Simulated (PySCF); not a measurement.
**MB for M along the third period**

CCSD(T) with triple-zeta basis sets in PySCF, for the lowest determinant that a PBE0 search found; no spin–orbit coupling. De refers to high-spin ground-configuration atoms.

| M | basis | reference, frozen orbitals | state (unpaired electrons) | Re (Å) | ωe (cm⁻¹) | De (eV) |
| --- | --- | --- | --- | --- | --- | --- |
| Na | def2-TZVPP | UHF, 2 | triplet (σ ↑, π ↑) | 2.479 | 332 | 0.73 |
| Si | def2-TZVPP | UHF, 6 | quartet (σ ↑, π ↑↑) | 1.920 | 741 | 3.15 |
| P | x2c-TZVPPall | ROHF, 6 | triplet (σ ↑, π ↑) | 1.754 | 940 | 3.11 |
| S | x2c-TZVPPall | ROHF, 6 | doublet (σ ↑) | 1.620 | 1172 | 5.57 |
| Cl | def2-TZVPP | RHF, 6 | singlet (closed shell) | 1.724 | 842 | 5.17 |

The shortest bond is that of BS (1.620 Å), the longest that of NaB (2.479 Å).

The rows differ in basis set, which adds steps of its own.

The state changes along the series, so neighbouring rows are not always alike in their bonding.

Correlated steps freeze the inner cores (2 to 6 orbitals); shallow outer-core shells are correlated. UHF and ROHF references stand side by side, which adds small steps between rows. Where the molecule has an RHF reference, its open-shell atoms are computed with UHF. The CCSD T1 diagnostic is raised in SiB, a sign that a single reference may not be enough there. States were picked by a PBE0 search and need not be the measured ground states.
